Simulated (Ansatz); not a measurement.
A nudged elastic band was laid between two geometries of CH5Al + H4Si (12 atoms, charge 0, multiplicity 1).

Method: RKS PBE0-D4/6-31G* in Ansatz.

```json
{"movable images": "7", "climbing image": "yes", "spring": "5.0 eV/Å²", "optimiser": "quadratic models (default)", "start path": "through a guess of the saddle point", "force threshold": "0.05 eV/Å", "iteration limit": "60", "end points": "relaxed"}
```

Image 0:

```xyz
12
Properties=species:S:1:pos:R:3
Al -0.104 0.196 0.137
H 0.113 1.096 1.441
H 1.199 -0.440 -0.553
C -1.829 0.145 -0.803
H -2.680 0.178 -0.113
H -1.927 1.016 -1.466
H -1.935 -0.745 -1.434
Si 0.284 -2.771 1.012
H 0.047 -3.135 -0.405
H 1.723 -2.650 1.339
H -0.393 -3.733 1.922
H -0.393 -1.451 1.300
```

Image 8:

```xyz
12
Properties=species:S:1:pos:R:3
Al -0.015 -0.597 -0.251
H -0.015 0.701 1.680
H 1.255 0.339 -0.511
C -1.796 -0.039 -0.864
H -2.605 -0.440 -0.243
H -1.901 1.052 -0.900
H -1.972 -0.409 -1.884
Si 0.322 -2.847 0.688
H -0.034 -3.909 -0.305
H 1.726 -3.119 1.126
H -0.550 -3.092 1.881
H -0.308 0.067 1.958
```

Problem. Which bonds break or form, and what moves?

Solution. Bonds broken: Al1–H2, Si8–H12. Bonds formed: Al1–Si8, H2–H12. CH5Al + H4Si becomes CH7AlSi + H2.

Problem. Give the energies along the band, and the barrier.

Solution. The forces met the threshold. The highest image is number 5 of 0 to 8, 26.5 kcal/mol above the first end and 22.0 kcal/mol above the last; the last end lies 4.5 kcal/mol above the first. A vibrational analysis at the climbing image gives one clearly imaginary mode, 1177i cm⁻¹: a first-order saddle point. The orbitals stay closed-shell, which can raise the energy where a bond breaks towards radicals; this wasn't checked here.

```csv
image,path coordinate (Å),energy (kcal/mol),Al1–H2 (Å),Si8–H12 (Å),Al1–Si8 (Å)
0,0.00,0.0,1.60,1.51,3.12
1,0.52,0.1,1.60,1.51,3.13
2,1.05,0.3,1.60,1.51,3.18
3,1.57,1.7,1.60,1.50,3.12
4,2.09,10.7,1.61,1.57,2.87
5,2.61,26.5,1.72,1.90,2.63
6,3.31,9.1,2.06,2.49,2.45
7,4.01,4.5,2.31,3.06,2.46
8,4.70,4.5,2.33,3.24,2.46
```

Problem. What is the geometry of the highest image?

Solution. 
```xyz
12
Properties=species:S:1:pos:R:3
Al -0.026 -0.131 -0.079
H 0.024 0.329 1.580
H 1.427 0.142 -0.644
C -1.851 -0.009 -0.779
H -2.584 -0.323 -0.028
H -2.096 1.018 -1.073
H -1.982 -0.647 -1.661
Si 0.239 -2.573 0.862
H 0.130 -3.254 -0.465
H 1.557 -2.936 1.456
H -0.843 -3.126 1.728
H 0.110 -0.783 1.480
```

Problem. What are the harmonic wavenumbers there?

Solution. 1177i, 77, 104, 106, 275, 320, 413, 448, 532, 623, 664, 738, 744, 834, 921, 924, 939, 1118, 1272, 1483, 1488, 1572, 1828, 1968, 2219, 2245, 2259, 3071, 3157, 3162 cm⁻¹.

The run took 7.5 min on 1 thread of Arm Neoverse V1, on a shared host, peak memory 0.14 GiB.
